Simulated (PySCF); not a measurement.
## How methods differ on the ionisation energy of Be

Be [He] 2s2 (1S) → Be+ [He] 2s1 (2S), as a difference of total energies. Calculation: PySCF 2.14, in aug-cc-pVDZ (4s3p2d, 23 functions); the non-relativistic Hamiltonian (point nucleus). Correlated levels: valence: 1s2 frozen. The calculations carry no spin-orbit coupling.

| method | ionisation energy (eV) | error (eV) |
| --- | --- | --- |
| UHF | 8.075 | -1.248 |
| MP2 (valence) | 8.776 | -0.547 |
| SCS-MP2 (valence) | 8.916 | -0.407 |
| CCSD (valence) | 9.286 | -0.037 |

Reference: 9.323 eV (measured; NIST Atomic Spectra Database, ionization energies).

Errors of the correlated levels include the incompleteness of this basis and the frozen core.

With two correlated electrons CCSD is exact in that space.
